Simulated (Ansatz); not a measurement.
## Ansatz (development build ahead of 0.2.0) run

```yaml
crystal:
  periodic: [false, false, false]
  atoms:
    - { symbol: "N", position_ang: [0.0, 0.0, 0.0] }
    - { symbol: H, position_ang: [0.0, 0.0, 2.244] }
    - { symbol: B, position_ang: [0.0, 3.3582, -0.5921] }
basis:
  gaussian: { orbitals: pcseg-2 }
magnetization:
  initial_magnetization: 3
hamiltonian:
  xc: pbe0
```

The input is written out in the form of the current development build from the run's settings.

The run gave:

```yaml
Converged: yes
Total_energy: -79.62050 hartree
Spin_squared_of_the_determinant: 3.750
Stability_test: minimum among restricted orbitals
```

Caution: stretched shape with no unrestricted run beside it, a lower state can exist; charge can spread falsely over distant fragments; other spin multiplicities may lie lower.
